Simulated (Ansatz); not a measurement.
Geometry optimisation, RKS PBE0-D4/def2-SVP in Ansatz.

input.yaml

```yaml
crystal:
  periodic: [false, false, false]
  atoms:
    - { symbol: C, position_ang: [-1.1732, 0.2587, -0.3801] }
    - { symbol: C, position_ang: [0.0121, -0.015, 0.0032] }
    - { symbol: "N", position_ang: [0.6676, -1.0481, -0.5643] }
    - { symbol: "N", position_ang: [0.7276, 0.6986, 0.978] }
    - { symbol: H, position_ang: [-1.7232, -0.256, -1.1947] }
    - { symbol: H, position_ang: [-1.7697, 1.1404, 0.0555] }
    - { symbol: H, position_ang: [1.69546, -0.79857, -0.66754] }
    - { symbol: H, position_ang: [0.30882, -1.38901, -1.38808] }
    - { symbol: H, position_ang: [1.6512, 0.7639, 0.8181] }
    - { symbol: H, position_ang: [0.2613, 1.6142, 1.1496] }
basis:
  gaussian: { orbitals: def2-SVP }
hamiltonian:
  xc: pbe0
  dispersion: d4
relax:
  f_tol: 0.015
  max_steps: 40
```

Launched with:

```bash
$ ansatz run input.yaml --threads 1 --pin off --max-ram 2048MiB --backend cpu --events-out ev --progress --plain --runs-dir out
```

**Question.** Where does it end, and by what steps?

**Answer.** It converged. After 22 steps the energy has fallen by 0.844 eV; H9 moved furthest, 0.65 Å.

| step | energy less start (eV) | largest force component (eV/Å) | accepted |
| --- | --- | --- | --- |
| 0 | 0.0000 | 6.745 | yes |
| 1 | -0.6514 | 1.641 | yes |
| 2 | -0.7059 | 0.295 | yes |
| 3 | -0.7154 | 0.116 | yes |
| 4 | -0.7165 | 0.083 | yes |
| 5 | -0.7180 | 0.025 | yes |
| 6 | -0.7017 | 0.925 | no |
| 7 | -0.7195 | 0.030 | yes |
| 8 | -0.7204 | 0.074 | yes |
| 9 | -0.7197 | 0.415 | no |
| 10 | -0.7219 | 0.081 | yes |
| 11 | -0.7226 | 0.255 | yes |
| 12 | -0.7275 | 0.056 | yes |
| 13 | -0.7301 | 0.098 | yes |
| 14 | -0.7273 | 0.653 | no |
| 15 | -0.7338 | 0.230 | yes |
| 16 | -0.7362 | 1.211 | yes |
| 17 | -0.8264 | 0.293 | yes |
| 18 | -0.8310 | 0.282 | yes |
| 19 | -0.8353 | 0.311 | yes |
| 20 | -0.8437 | 0.053 | yes |
| 21 | -0.8438 | 0.072 | yes |
| 22 | -0.8438 | 0.008 | yes |

```xyz
10
Properties=species:S:1:pos:R:3
C -1.240 0.303 -0.386
C 0.066 0.097 -0.119
N 0.802 -0.984 -0.596
N 0.847 0.939 0.667
H -1.763 -0.303 -1.127
H -1.802 1.080 0.134
H 1.711 -0.717 -0.963
H 0.293 -1.566 -1.251
H 1.423 0.437 1.337
H 0.323 1.682 1.112
```

Time of the run: 67 s on 1 thread of Arm Neoverse V1, with other jobs on the host, peak memory 0.16 GiB.
